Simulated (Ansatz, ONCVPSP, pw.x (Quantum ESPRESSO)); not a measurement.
tungsten (W): does the ONCV potential hold in the solid?

ONCVPSP 4.0.1.1 (patched build) input, shortened (lines: element, Z, core and valence counts, functional; n l f; lmax; l rc ep ncon nbas qcut; lloc lpopt rc5 dvloc0; l nproj debl; icmod fcfact rcfact), PBE, scalar-relativistic:

```
  W 74.00   10    4        4      upf
    1    0    2.00
    2    0    2.00
    2    1    6.00
    3    0    2.00
    3    1    6.00
    3    2   10.00
    4    0    2.00
    4    1    6.00
    4    2   10.00
    4    3   14.00
    5    0    2.00
    5    1    6.00
    5    2    4.00
    6    0    1.00
    2
    0    1.75    0.00    4    8    6.30
    1    1.55    0.00    4    8    9.20
    2    1.60    0.00    3    7    5.50
    4    5    1.45    0.00
    0    2    2.50
    1    2    1.10
    2    2    3.90
    3    5.75    1.75
```

In the p channel the program set the typed energies aside and used -1.864, 0.250 Ha.

Atomic tests: cutoffs needed: 28 Ha and 34 Ha (the cutoffs (Ha) at which the residual kinetic energy of the hardest occupied pseudo-wave falls to 1 and 0.1 mHa per electron); ghost test: no bound ghost flagged; GHOST(+) flagged for s at 190.7 eV; largest excitation error: -119 meV (all-electron minus pseudo) for 5s2 5p6 5d3 6s0, out of 4 test configurations.

Crystal test: bcc W in pw.x 7.5, no spin, 14³ k-points, Fermi–Dirac smearing 0.01 Ry, cutoffs 80/320 Ry. The reference is all-electron LAPW (Ansatz 0.2.0) with the same functional, mesh and smearing; V0 and B0 come from Birch–Murnaghan fits to the pressures at five volumes. Errors are pseudo minus all-electron; Δ is the rms difference of the E(V) curves that follow from these fits, minima aligned, over ±6 % about the mean V0. Mesh and smearing are coarse, so the numbers serve the comparison and aren't converged zero-temperature values; the lattice is a test structure that the element need not adopt.

All-electron: a0 = 3.184 Å (V0 = 16.15 Å³/atom), B0 = 300.6 GPa.

Task: How far does the potential miss the all-electron equation of state?

Result: mean pressure error (GPa): -1.84; a0 (Å): 3.178; a0 error (%): -0.20; B0 error (%): -0.1; Δ (meV/atom): 6.5.

```csv
V (Å³/atom),P all-electron (GPa),P pseudo (GPa)
15.323,17.51,15.25
15.727,8.35,6.34
16.130,0.30,-1.51
16.533,-6.79,-8.42
16.936,-13.02,-14.51
```

Task: At the middle volume, how do free energy and pressure move when the wave cutoff is lowered (ecutrho kept at four times it)?

Result:

```
cutoff (Ry)  shift of F (meV/atom)  shift of P (GPa)
         36                +3077.5            -75.52
         48                 +686.1            -31.82
         64                  +38.7             -3.38
```

The run at the middle volume (104 k-points, 10 iterations) took about 48 s on one core of a shared host (Neoverse-N1, 64 threads, 124 GiB, load 62).
